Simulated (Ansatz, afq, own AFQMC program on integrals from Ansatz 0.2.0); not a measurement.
**Where AFQMC and coupled cluster stand for BSiH2, doublet**

```xyz
4

Si    0.0000   -0.0053    0.5948
B     0.0000   -0.0779   -1.2479
H     0.0000    1.1505   -0.7602
H     0.0000   -0.1670   -2.4296
```

Connectivity, by distances: Si–BH, 1 bridging H.

Basis cc-pVDZ. Noble-gas cores (and the filled d shells of Ga–Kr and In–Xe) are frozen. AFQMC by an in-house program on the Cholesky factors that Ansatz 0.2.0 writes for its CCSD(T) run. ph-AFQMC/CISD is guided by a CISD state made of CCSD amplitudes; releasing the constraint for a short imaginary time cuts its bias at the price of noise, slowly where states lie close. Free projection: walkers drawn from exp(T), propagated without any constraint. Its projection time is finite, and what remains of the start isn't in its error. Error bars are statistical, one sigma.

Determinant: UHF, the one that the program's search chose, which needn't be the lowest solution. The geometry is a point of a scan.

No full CI on the walks' own integrals is used here; CCSDT(Q) serves as the reference and is uncertain by about the last step of the cluster series.

```
T1 diagnostic                               : 0.0206
weight of the determinant in the CISD state : 0.875
⟨S²⟩ of the determinant                     : 0.763
size of the correlated space                : 9 electrons in 36 orbitals
```

| level | correlation energy (eV) |
| --- | --- |
| MP2 | -4.2558 |
| CCSD | -5.1824 |
| CCSD(T) | -5.3745 |

(1) Estimate where phaseless AFQMC with the Hartree–Fock trial lies against CCSD(T) on the same integrals.

(1) 4.7 ± 5.6 kJ/mol below CCSD(T). The gap is under twice the noise, so this walk alone can't tell the two apart.

Reference: CCSDT(Q), correlation energy -5.422 eV. The released energy is read at 2.40 1/Eh (meV from the phaseless value at times in 1/Eh: -7 ± 9 at 0.24, -1 ± 8 at 0.51, -11 ± 8 at 0.99, -7 ± 10 at 1.62, 5 ± 10 at 2.40).

```json
{"level": "CCSD(T)", "E − E(reference) (kJ/mol)": "4.6", "share of correlation (%)": "99.12"}
{"level": "CCSDT", "E − E(reference) (kJ/mol)": "1.1", "share of correlation (%)": "99.78"}
{"level": "ph-AFQMC/HF", "E − E(reference) (kJ/mol)": "-0.1 ± 5.6", "share of correlation (%)": "100.02"}
{"level": "ph-AFQMC/CISD", "E − E(reference) (kJ/mol)": "0.8 ± 1.2", "share of correlation (%)": "99.84"}
{"level": "released AFQMC", "E − E(reference) (kJ/mol)": "1.3 ± 0.9", "share of correlation (%)": "99.75"}
{"level": "free AFQMC", "E − E(reference) (kJ/mol)": "-1.4 ± 2.1", "share of correlation (%)": "100.28"}
```

Free projections are given only where their last times agree within the noise and don't stop above the reference; a slow remainder of the start can still hide under it. A walk keeps the symmetry of its determinant, which the program's search chose and which needn't be the lowest solution, so a lower state of the same spin and another symmetry isn't excluded. Released energies are given only where the last usable release times agree within the noise; a slower fall can still hide under it.
